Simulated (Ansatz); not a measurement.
Results of RPBE (plane waves, PAW; Ansatz, an electronic-structure program) for diamond.

Settings: plane-wave cutoff 520 eV, 16×16×16 k mesh, scalar-relativistic PAW data made under PBE.

Computed at the level's own relaxed cell.

```
CELL_PARAMETERS angstrom
      0.00000     1.79434     1.79434
      1.79434     0.00000     1.79434
      1.79434     1.79434     0.00000
ATOMIC_POSITIONS crystal
  C  0.50000 0.50000 0.50000
  C  0.75000 0.75000 0.75000
```

Q: Give the elastic tensor (Voigt notation, GPa, ions relaxed, in the Cartesian axes of the cell as printed).

A: 
```
 1027.2   114.5   114.5     0.0     0.0     0.0
  114.5  1027.2   114.5     0.0     0.0     0.0
  114.5   114.5  1027.2     0.0     0.0     0.0
    0.0     0.0     0.0   544.0     0.0     0.0
    0.0     0.0     0.0     0.0   544.0     0.0
    0.0     0.0     0.0     0.0     0.0   544.0
```

Measured, for comparison: elastic constant C11 1081 GPa, elastic constant C12 125 GPa, elastic constant C44 579 GPa (low temperature, zero-point motion not removed; as tabulated in Tanner et al. (2021), arXiv:2110.11888). Computed (rounded) less measured: elastic constant C11 -5 %, elastic constant C12 -8 %, elastic constant C44 -6 %.

Static lattice: no zero-point or thermal effects.
